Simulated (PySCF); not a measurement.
Coordinates in bohr (charge 0 multiplicity 1):
```
Si    0.0000    0.0000   -1.1897
N     0.0000    0.0000   -4.1342
Cl    0.0000    0.0000    2.6076
```

Method: PySCF, PBE0, basis Si def2-TZVP, N def2-TZVP, Cl def2-TZVP (no relativity, density fitting).

This geometry of ClSiN is a stationary point at this level.

Problem. What is the point group?

Solution. C∞v.

Problem. Is it a minimum?

Solution. Yes: all harmonic wavenumbers are real.

Problem. What are the dipole moment and the gap between the highest occupied and lowest empty levels?

Solution. 4.30 D and 4.49 eV.

Problem. Give the atomic charges and bond orders.

Solution. 
| atom | Mulliken | Löwdin | polar tensor | Mayer order to Si1 |
| --- | --- | --- | --- | --- |
| Si1 | 0.39 | -0.05 | 0.63 | – |
| N2 | -0.35 | -0.29 | -0.32 | 2.98 |
| Cl3 | -0.04 | 0.34 | -0.31 | 1.28 |

This need not be the most stable arrangement of these atoms.
